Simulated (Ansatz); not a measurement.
# CH4Si (triplet): the correlation ladder at distance C1–H5 along a hydrogen transfer = 1.611 Å, cc-pVDZ

Aim: climb from Hartree-Fock through coupled cluster and multireference methods for CH4Si (triplet) at one geometry and basis, and see what each rung misses.

Program: Ansatz 0.2.0, Gaussian basis. Level of theory: cc-pVDZ, core rule «outside noble gas», up to 6 orbitals frozen. These are calculated values, not measurements.

The runs, in order: UHF; CCSD(T) on ROHF; CCSD(T) on UHF; BCCD(T) on ROHF; CISD; CCSDT(Q) on ROHF; CCSDT(Q) on UHF; CASSCF and MRCISD+Q, 4 electrons in 4 orbitals; CASSCF and NEVPT2, 4 electrons in 4 orbitals.

2 further runs of the same task are left out: 2 that didn't finish.

**1. The system**

The geometry derives from fragments relaxed apart (PBE0/def2-TZVP) and kept rigid, so it is no stationary point. A hydrogen atom is moved between rigid fragments.

6 atoms, charge 0, spin multiplicity 3.

Atoms are counted from 1 here; the program's logs count them from 0.

Bond lengths: C1–H2 1.090 Å, C1–H3 1.090 Å, C1–H4 1.090 Å, H5–Si6 1.648 Å. Angles: H2–C1–H3 109.5°, H2–C1–H4 109.5°, H3–C1–H4 109.5°.

Geometry (Å):

```tsv
atom	x (Å)	y (Å)	z (Å)
C1	-2.08612	0.00000	0.00000
H2	-2.44932	1.02730	0.00000
H3	-2.44932	-0.51365	0.88967
H4	-2.44932	-0.51365	-0.88967
H5	-0.47512	0.00000	0.00000
Si6	1.17288	0.00000	0.00000
```

**2. UHF**

Contents of in.yaml:

```yaml
crystal:
  periodic: [false, false, false]
  atoms:
    - {symbol: C, position_ang: [-2.086119, 0.000000, 0.000000]}
    - {symbol: H, position_ang: [-2.449325, 1.027301, 0.000000]}
    - {symbol: H, position_ang: [-2.449325, -0.513650, 0.889668]}
    - {symbol: H, position_ang: [-2.449325, -0.513650, -0.889669]}
    - {symbol: H, position_ang: [-0.475119, 0.000000, 0.000000]}
    - {symbol: Si, position_ang: [1.172881, 0.000000, 0.000000]}
basis:
  gaussian: {orbitals: cc-pVDZ}
magnetization: {spin_polarized: true, initial_magnetization: 2}
hamiltonian: {xc: hf}
output: {orbitals: {seedname: orbitals}}
```

Command:

```
> ansatz run in.yaml --threads 1 --pin off --events-out ev --progress --plain --max-ram 2393MiB
```

After this run come: CCSD(T) on ROHF; CCSD(T) on UHF; BCCD(T) on ROHF; CISD; CCSDT(Q) on ROHF; CCSDT(Q) on UHF; CASSCF and MRCISD+Q, 4 electrons in 4 orbitals; CASSCF and NEVPT2, 4 electrons in 4 orbitals.

Q: Predict the results of all the runs planned. Wanted: RCCSDT(Q) below the RHF energy; RMP2 from RCCSDT(Q); UMP2 from RCCSDT(Q); RCCSD from RCCSDT(Q); RCCSD(T) from RCCSDT(Q); UCCSD(T) from RCCSDT(Q); UCCSDT(Q) from RCCSDT(Q); NEVPT2 pair from RCCSDT(Q); MRCISD+Q pair from RCCSDT(Q).

The runs gave:

| quantity | value |
| --- | --- |
| RCCSDT(Q) below the RHF energy | -7.6101 eV |
| RMP2 from RCCSDT(Q) | +34.50 kcal/mol |
| UMP2 from RCCSDT(Q) | +39.41 kcal/mol |
| RCCSD from RCCSDT(Q) | +6.88 kcal/mol |
| RCCSD(T) from RCCSDT(Q) | +1.19 kcal/mol |
| UCCSD(T) from RCCSDT(Q) | +1.80 kcal/mol |
| UCCSDT(Q) from RCCSDT(Q) | -0.02 kcal/mol |
| NEVPT2 pair from RCCSDT(Q) | +31.15 kcal/mol |
| MRCISD+Q pair from RCCSDT(Q) | +1.33 kcal/mol |
| levels within 1 kcal/mol (43 meV) | RCCSDT, UCCSDT, UCCSDT(Q) |
| T1 diagnostic | 0.029 |

RCCSD(T) misses by +1.19 kcal/mol, 0.7 % of the correlation energy. CCSD(T) misses by +1.19 kcal/mol on the restricted determinant and by +1.80 kcal/mol on the unrestricted one; the two need not hold the same state or core. Of the multireference levels listed MRCISD+Q pair comes nearest in total energy (+1.33 kcal/mol), which doesn't show that its space is the better one. Coupled cluster took another determinant than the lowest Hartree-Fock one. These misses are within one basis, not against nature; the frozen cores of restricted and unrestricted runs differ, which can shift their rows.
